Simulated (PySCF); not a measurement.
Mapped SMILES: `[CH:1]1=[CH:2][C@H:3]2[C@H:4]3[C@@H:5]1[C@@H:6]23` (H(Xn): hydrogen on atom n).

GIAO PBE0/pcSseg-1 shifts (PySCF 2.14.0 with density-fitted response routines, gas phase, non-relativistic, equivalent atoms averaged), each against references optimised in the same way as the molecule (TMS).

On the GFN2-xTB geometry: C1/C2 141.8, C4/C6 55.1, C3/C5 38.7, H(C1)/H(C2) 6.22, H(C4)/H(C6) 4.07, H(C3)/H(C5) 1.73 ppm.

What changes on the PBE0-D3(BJ)/def2-SVP geometry?

Answers


| atoms | δ (ppm) | change |
| --- | --- | --- |
| C1/C2 | 142.0 | +0.2 |
| C4/C6 | 52.7 | -2.4 |
| C3/C5 | 37.5 | -1.2 |
| H(C1)/H(C2) | 6.18 | -0.04 |
| H(C4)/H(C6) | 3.97 | -0.10 |
| H(C3)/H(C5) | 1.65 | -0.08 |

Bonds between heavy atoms that differ most (equivalent bonds averaged): C2–C3 1.489 → 1.506 Å, C6–C4 1.453 → 1.442 Å, C1–C2 1.330 → 1.339 Å. Mean change of bonds to hydrogen: C–H +0.017 Å.
